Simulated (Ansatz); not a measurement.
Compare A (`CCC(CC)CC`) with its isomer B (`CCCC(C)(C)C`).

Program: Ansatz. Geometries: PBE0-D4/def2-TZVP. ΔE: electronic, gas phase. CCSD(T)/CBS adds triple-zeta CCSD(T) − MP2 to the extrapolated MP2 energy (def2 sets, frozen cores). Functionals use def2-TZVPP. B3LYP here is the variant with VWN-RPA as its local correlation; programs differ in this. Each species was taken in one conformer, which may not be the lowest.

A:

Z-matrix (Å, degrees):
```
C
C 1 1.520
H 1 1.093 2 112.2
H 1 1.092 2 111.2 3 -120.2
H 1 1.094 2 110.8 3 120.2
C 2 1.529 1 114.4 3 -59.9
H 2 1.097 1 109.9 3 62.3
H 2 1.094 1 108.5 3 177.7
C 6 1.529 2 111.1 1 72.7
C 6 1.529 2 111.1 1 -163.0
H 6 1.101 2 107.8 1 -45.2
C 9 1.520 6 114.4 2 -163.1
H 9 1.098 6 108.4 2 73.9
H 9 1.094 6 109.4 2 -41.2
C 10 1.520 6 114.4 2 72.8
H 10 1.098 6 108.4 2 -50.3
H 10 1.094 6 109.4 2 -165.3
H 12 1.093 9 112.2 6 -59.9
H 12 1.094 9 110.8 6 60.3
H 12 1.093 9 111.2 6 180.0
H 15 1.093 10 112.2 6 -59.9
H 15 1.093 10 111.2 6 180.0
H 15 1.094 10 110.8 6 60.3
```

B:

Z-matrix (Å, degrees):
```
C
C 1 1.520
H 1 1.094 2 111.1
H 1 1.092 2 111.6 3 120.2
H 1 1.094 2 111.1 3 -119.5
C 2 1.520 1 112.0 3 59.8
H 2 1.095 1 109.2 3 -178.1
H 2 1.095 1 109.2 3 -62.3
C 6 1.535 2 117.1 1 179.9
H 6 1.098 2 108.6 1 57.2
H 6 1.098 2 108.6 1 -57.4
C 9 1.527 6 107.9 2 180.0
C 9 1.527 6 110.8 2 60.9
C 9 1.527 6 110.8 2 -60.9
H 12 1.094 9 111.0 6 60.0
H 12 1.094 9 111.0 6 -60.0
H 12 1.094 9 111.0 6 -180.0
H 13 1.092 9 111.8 6 -64.8
H 13 1.094 9 110.6 6 175.5
H 13 1.094 9 111.0 6 55.9
H 14 1.094 9 110.6 6 -175.4
H 14 1.094 9 111.0 6 -55.9
H 14 1.092 9 111.8 6 64.8
```

**Question.** Which isomer does CCSD(T)/CBS put lower? Give the gap. (Estimate.)

**Answer.** Ansatz gave: B, by 3.4 kcal/mol.

**Question.** Give E(B) − E(A) in kcal/mol with B3LYP, CCSD(T)/def2-SVP, MP2/def2-TZVPP, BLYP-D4, ωB97M-V, PBE0-D4, B2PLYP. (Best estimate.)

**Answer.** Ansatz gave: B3LYP -1.6, CCSD(T)/def2-SVP -3.6, MP2/def2-TZVPP -4.2, BLYP-D4 -2.5, ωB97M-V -3.2, PBE0-D4 -2.5, B2PLYP -2.6. None reverses the order clearly.

Largest T1 diagnostic: 0.009.

From BLYP to BHLYP (50 % exact exchange), in def2-TZVPP and without D4, E(B) − E(A) moves by −0.7 kcal/mol. The D4 term adds −0.9 kcal/mol with B3LYP and −0.4 kcal/mol with PBE0; it sums over pairs of atoms, weighted by their polarisabilities, and B3LYP, whose exchange is more repulsive, gets the larger term.
